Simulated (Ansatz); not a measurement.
# Molecular dynamics, step by step

Si2NH9, closed shell, PBE0-D4/def2-SVP (Ansatz 0.2.0). Settings (timestep in fs, temperature in K; T counts 30 degrees of freedom):

```yaml
hamiltonian: {xc: pbe0, dispersion: d4}
md: {n_steps: 40, timestep: 0.5, temperature: 100, ensemble: nve, seed: 859, initial_velocities: maxwell_boltzmann}
```

Start:

```tsv
atom	x (Å)	y (Å)	z (Å)
H1	-1.0885	-0.5468	-3.7976
H2	-0.8971	0.1737	-3.8401
Si3	1.1359	-0.0569	2.0078
N4	-0.3129	0.1905	1.1038
Si5	-0.5620	0.0691	-0.5998
H6	2.1193	-0.7019	1.1031
H7	0.8801	-0.9314	3.1846
H8	1.7177	1.2142	2.5232
H9	-1.1075	0.5158	1.6375
H10	0.6384	-0.5839	-1.1770
H11	-0.7485	1.3977	-1.2479
H12	-1.7749	-0.7399	-0.8976
```

```csv
step,time (fs),potential energy less the start (meV),kinetic energy (meV),T (K)
0,0.00,0.0,129.3,100
2,1.00,0.5,128.7,100
4,2.00,6.9,122.3,95
6,3.00,18.2,111.1,86
8,4.00,27.3,102.1,79
10,5.00,30.6,98.7,76
12,6.00,31.0,98.3,76
14,7.00,29.7,99.7,77
16,8.00,24.1,105.2,81
18,9.00,22.0,107.1,83
20,10.00,33.0,96.2,74
22,11.00,46.2,83.3,64
24,12.00,45.8,83.7,65
26,13.00,35.3,93.9,73
28,14.00,29.0,100.2,78
30,15.00,27.5,101.9,79
32,16.00,23.0,106.3,82
34,17.00,22.2,106.9,83
36,18.00,33.3,96.0,74
38,19.00,47.3,82.2,64
40,20.00,50.6,78.8,61
```

Step 26, positions (Å) and forces (eV/Å):

| atom | x | y | z | Fx | Fy | Fz |
| --- | --- | --- | --- | --- | --- | --- |
| H1 | -0.947 | -0.469 | -3.683 | -0.082 | 0.204 | -0.067 |
| H2 | -1.207 | 0.239 | -3.830 | 0.092 | -0.216 | 0.050 |
| Si3 | 1.131 | -0.047 | 1.990 | -0.240 | -0.604 | 0.383 |
| N4 | -0.355 | 0.180 | 1.130 | 0.115 | 0.116 | -0.267 |
| Si5 | -0.538 | 0.064 | -0.600 | -0.016 | -0.121 | 0.121 |
| H6 | 2.086 | -0.759 | 1.125 | 0.180 | -0.171 | -0.340 |
| H7 | 0.876 | -0.894 | 3.190 | -0.014 | -0.040 | 0.151 |
| H8 | 1.809 | 1.157 | 2.471 | 0.171 | 0.666 | 0.143 |
| H9 | -1.140 | 0.525 | 1.674 | -0.059 | -0.002 | -0.030 |
| H10 | 0.668 | -0.649 | -1.104 | 0.062 | 0.021 | -0.046 |
| H11 | -0.629 | 1.390 | -1.271 | -0.061 | 0.122 | -0.076 |
| H12 | -1.740 | -0.741 | -0.952 | -0.148 | 0.024 | -0.023 |

Last step (40):

```json
{"atom": "H1", "x (Å)": "-0.8816", "y (Å)": "-0.3738", "z (Å)": "-3.6436"}
{"atom": "H2", "x (Å)": "-1.3567", "y (Å)": "0.2144", "z (Å)": "-3.8125"}
{"atom": "Si3", "x (Å)": "1.1353", "y (Å)": "-0.0502", "z (Å)": "1.9912"}
{"atom": "N4", "x (Å)": "-0.3795", "y (Å)": "0.1807", "z (Å)": "1.1358"}
{"atom": "Si5", "x (Å)": "-0.5259", "y (Å)": "0.0598", "z (Å)": "-0.6012"}
{"atom": "H6", "x (Å)": "2.0540", "y (Å)": "-0.7979", "z (Å)": "1.0469"}
{"atom": "H7", "x (Å)": "0.8740", "y (Å)": "-0.8573", "z (Å)": "3.2308"}
{"atom": "H8", "x (Å)": "1.8207", "y (Å)": "1.2585", "z (Å)": "2.4264"}
{"atom": "H9", "x (Å)": "-1.1640", "y (Å)": "0.5180", "z (Å)": "1.6591"}
{"atom": "H10", "x (Å)": "0.6951", "y (Å)": "-0.6545", "z (Å)": "-1.0810"}
{"atom": "H11", "x (Å)": "-0.5992", "y (Å)": "1.3924", "z (Å)": "-1.2978"}
{"atom": "H12", "x (Å)": "-1.7669", "y (Å)": "-0.6933", "z (Å)": "-0.9820"}
```

The run took 25 s on 4 CPU threads of an Intel Xeon 6975P-C (shared host), with 0.6 GiB of host memory at its peak.
